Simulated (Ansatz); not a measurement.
# Al₂H₂ (singlet): from Hartree-Fock to the top rungs at distance Al1–H3 = 1.796 Å, 6-31G

How much of the correlation energy of Al₂H₂ (singlet) does each wave-function method recover here?

Method: 6-31G, core rule «outside noble gas», up to 10 orbitals frozen; program: Ansatz 0.2.0, Gaussian basis.

The runs, in order: UHF; CCSD(T) on RHF; CCSD(T) on UHF; BCCD(T) on RHF; CISD; CCSDT(Q) on RHF; CCSDT(Q) on UHF; CCSDTQ on RHF; CASSCF and MRCISD+Q, 2 electrons in 2 orbitals; CASSCF and NEVPT2, 2 electrons in 2 orbitals; CASSCF and MRCISD+Q, 8 electrons in 10 orbitals; CASSCF and NEVPT2, 8 electrons in 10 orbitals; Full CI.

9 further runs of the same task are left out: 8 that didn't finish, 1 set aside as unsound or not needed.

## Step 1: The system

The geometry derives from a PBE0/def2-TZVP stationary point (not a proven minimum). One bond is set to the value named and the two fragments are kept rigid.

4 atoms, charge 0, spin multiplicity 1.

Atoms are counted from 1 here; the program's logs count them from 0.

Bond lengths: Al1–Al2 2.634 Å, Al1–H3 1.796 Å, Al1–H4 1.823 Å, Al2–H4 1.894 Å. Angles: Al2–Al1–H3 148.7°, Al2–Al1–H4 46.0°, H3–Al1–H4 102.7°, Al1–Al2–H4 43.8°, Al1–H4–Al2 90.2°.

## Step 2: UHF

in.yaml

```yaml
crystal:
  periodic: [false, false, false]
  atoms:
    - {symbol: Al, position_ang: [0.000000, 0.094050, 1.261897]}
    - {symbol: Al, position_ang: [0.000000, -0.017739, -1.369728]}
    - {symbol: H, position_ang: [0.000000, -0.773256, 2.834600]}
    - {symbol: H, position_ang: [0.000000, -1.269524, 0.051933]}
basis:
  gaussian: {orbitals: 6-31G}
magnetization: {spin_polarized: true, initial_magnetization: 0}
hamiltonian: {xc: hf}
output: {orbitals: {seedname: orbitals}}
```

Started as:

```console
$ ansatz run in.yaml --threads 1 --pin off --events-out ev --progress --plain --max-ram 2393MiB
```

After this run come: CCSD(T) on RHF; CCSD(T) on UHF; BCCD(T) on RHF; CISD; CCSDT(Q) on RHF; CCSDT(Q) on UHF; CCSDTQ on RHF; CASSCF and MRCISD+Q, 2 electrons in 2 orbitals; CASSCF and NEVPT2, 2 electrons in 2 orbitals; CASSCF and MRCISD+Q, 8 electrons in 10 orbitals; CASSCF and NEVPT2, 8 electrons in 10 orbitals; Full CI.

Before running them: what should the planned runs give, taken together? Wanted: FCI below the RHF energy; RMP2 from FCI; RCCSD from FCI; RCCSD(T) from FCI; RCCSDT(Q) from FCI; NEVPT2 pair from FCI; MRCISD+Q pair from FCI; NEVPT2 valence from FCI; T1 diagnostic.

The runs gave:

| quantity | value |
| --- | --- |
| FCI below the RHF energy | -2.8276 eV |
| RMP2 from FCI | +947.5 meV |
| RCCSD from FCI | +99.8 meV |
| RCCSD(T) from FCI | +32.0 meV |
| RCCSDT(Q) from FCI | +2.0 meV |
| NEVPT2 pair from FCI | +850.0 meV |
| MRCISD+Q pair from FCI | -22.3 meV |
| NEVPT2 valence from FCI | +169.9 meV |
| levels within 1 kcal/mol (43 meV) | RCCSD(T), BCCD(T), RCCSDT, RCCSDT(Q), RCCSDTQ, MRCISD+Q pair, MRCISD valence, MRCISD+Q valence |
| T1 diagnostic | 0.020 |
| effectively unpaired electrons | 0.15 |

In words: RCCSD(T) lands +32.0 meV from the yardstick (1.1 % of the correlation energy). MRCISD+Q pair falls below full CI: the +Q correction isn't variational, and the cores differ from full CI's. One determinant dominates. Of the multireference levels listed MRCISD+Q valence comes nearest in total energy (+10.9 meV), which doesn't show that its space is the better one. These misses are within one basis, not against nature.
